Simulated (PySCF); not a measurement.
# Basis-set dependence of population analyses: lithium fluoride

Lithium fluoride, LiF.
SMILES with atom numbers: `[Li:1][F:2]`

PBE0 throughout (PySCF), one geometry, spherical d and f functions. Isolated species at its PBE0-D3(BJ)/def2-SVP geometry, gas phase.

Mulliken charges (e):

| basis | functions | Li1 | F2 |
| --- | --- | --- | --- |
| STO-3G | 10 | +0.098 | -0.098 |
| 6-31G | 18 | +0.623 | -0.623 |
| pcSseg-0 | 18 | +0.531 | -0.531 |
| def2-SVP | 23 | +0.619 | -0.619 |
| 6-31G* | 28 | +0.573 | -0.573 |
| cc-pVDZ | 28 | +0.498 | -0.498 |
| pcSseg-1 | 29 | +0.670 | -0.670 |
| def2-TZVP | 45 | +0.761 | -0.761 |
| aug-cc-pVDZ | 46 | +0.633 | -0.633 |
| 6-311+G(2d,p) | 54 | +0.589 | -0.589 |
| cc-pVTZ | 60 | +0.461 | -0.461 |
| pcSseg-3 | 112 | +0.752 | -0.752 |

IAO charges (e):

```json
{"basis": "STO-3G", "functions": "10", "Li1": "+0.891", "F2": "-0.891"}
{"basis": "6-31G", "functions": "18", "Li1": "+0.940", "F2": "-0.940"}
{"basis": "pcSseg-0", "functions": "18", "Li1": "+0.939", "F2": "-0.939"}
{"basis": "def2-SVP", "functions": "23", "Li1": "+0.939", "F2": "-0.939"}
{"basis": "6-31G*", "functions": "28", "Li1": "+0.939", "F2": "-0.939"}
{"basis": "cc-pVDZ", "functions": "28", "Li1": "+0.940", "F2": "-0.940"}
{"basis": "pcSseg-1", "functions": "29", "Li1": "+0.941", "F2": "-0.941"}
{"basis": "def2-TZVP", "functions": "45", "Li1": "+0.941", "F2": "-0.941"}
{"basis": "aug-cc-pVDZ", "functions": "46", "Li1": "+0.941", "F2": "-0.941"}
{"basis": "6-311+G(2d,p)", "functions": "54", "Li1": "+0.941", "F2": "-0.941"}
{"basis": "cc-pVTZ", "functions": "60", "Li1": "+0.941", "F2": "-0.941"}
{"basis": "pcSseg-3", "functions": "112", "Li1": "+0.942", "F2": "-0.942"}
```

Problem. Which scheme is steadiest as the basis changes?

Solution. Largest range over the bases for any column: IAO 0.05 e, Mulliken 0.66 e. IAO charges move least and Mulliken charges most, counted in e. Without the minimal STO-3G basis the ranges are IAO 0.00, Mulliken 0.30 e.

Problem. How much do the charges still move between the two largest bases, cc-pVTZ and pcSseg-3?

Solution. At most, over all atoms: Mulliken 0.291 e, IAO 0.000 e.

Problem. What do the same runs give for the total energy, the frontier levels and the dipole moment?

Solution. 
| basis | energy (Eh) | HOMO (eV) | LUMO (eV) | μ (D) |
| --- | --- | --- | --- | --- |
| STO-3G | -105.7230 | -5.61 | -0.24 | 2.62 |
| 6-31G | -107.2795 | -7.42 | -1.30 | 5.82 |
| pcSseg-0 | -107.0684 | -7.29 | -1.13 | 5.25 |
| def2-SVP | -107.2119 | -7.38 | -1.03 | 5.54 |
| 6-31G* | -107.2922 | -7.48 | -1.07 | 5.62 |
| cc-pVDZ | -107.3054 | -7.75 | -1.14 | 6.00 |
| pcSseg-1 | -107.2927 | -7.71 | -1.15 | 5.81 |
| def2-TZVP | -107.3477 | -7.85 | -1.09 | 6.07 |
| aug-cc-pVDZ | -107.3188 | -7.98 | -1.08 | 6.14 |
| 6-311+G(2d,p) | -107.3421 | -8.05 | -1.05 | 6.12 |
| cc-pVTZ | -107.3438 | -8.00 | -1.04 | 6.03 |
| pcSseg-3 | -107.3585 | -8.03 | -1.02 | 6.08 |

The dipole is fixed by the density alone, so its range of 3.52 D shows that the density itself changes with the basis, not only its division among atoms.
